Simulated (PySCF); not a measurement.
PySCF input for sulfur dioxide cation (O2S), SMILES O=S=O (connectivity only; charge and spin as stated), charge +1, multiplicity 2, PBE0/pcH-1. Coordinates come from a PBE0-D3(BJ)/def2-TZVP optimisation. The multiplicity is an assumed one; other spin states were not compared.

```python
import numpy as np
from pyscf import gto, scf, dft
from pyscf.prop.hfc import uks as hfc
from pyscf.prop.gtensor import uks as gtensor

mol = gto.M(
    atom='''
    O     0.00000000   -1.29788628   -0.28520068
    S     0.00000000    0.00000000    0.28520068
    O     0.00000000    1.29788628   -0.28520068
    ''',
    basis='pcH-1',
    charge=1,
    spin=1,
    max_memory=1600,
    verbose=3,
)
mf = dft.UKS(mol, xc='pbe0')
mf.grids.level = 3
mf.conv_tol = 1e-10
mf.max_cycle = 100
mf.kernel()
fine, coarse = mf.grids, dft.Grids(mol).set(level=1).build(with_non0tab=True)
for _ in range(3):  # follow internal instabilities
    mf.grids = coarse
    mo, _, stable, _ = mf.stability(return_status=True, nroots=4)
    mf.grids = fine
    if stable:
        break
    mf.kernel(mf.make_rdm1(mo, mf.mo_occ))
A = hfc.HFC(mf).make_fcdip(mf.make_rdm1())  # Fermi contact and dipolar terms, MHz
print('atom   A(iso)/MHz   principal dipolar parts/MHz')
for i, a in enumerate(A):
    w = np.linalg.eigvalsh((a + a.T) / 2)
    print(f'{mol.atom_symbol(i):2s}{i + 1:3d} {w.mean():12.2f}', (w - w.mean()).round(2))
gt = gtensor.GTensor(mf)
gt.dia_soc2e, gt.para_soc2e, gt.so_eff_charge = None, None, True
gt.max_cycle_cphf = 60
g = gt.kernel()
```

Output:

```

WARN: HOMO -0.323988189866441 >= LUMO -0.323988189866427

converged SCF energy = -547.83682882042  <S^2> = 0.75683217  2S+1 = 2.0068205
<class 'pyscf.dft.uks.UKS'> wavefunction is stable in the internal stability analysis
atom   A(iso)/MHz   principal dipolar parts/MHz
O   1         8.53 [-128.45   63.25   65.2 ]
S   2       272.34 [-36.   -15.74  51.74]
O   3         8.53 [-128.45   63.25   65.2 ]
SOC(1e)/OZ [ 0.00947685 -0.014478   -0.00025475]
free electron g 2.00231930436182
g-tensor total [2.01160378 1.98773807 2.00179986]
g-shift (ppt) [  9.28447219 -14.58123182  -0.51944908]
```

The calculation finished and met its thresholds.

Cost: roughly 26 core-seconds.
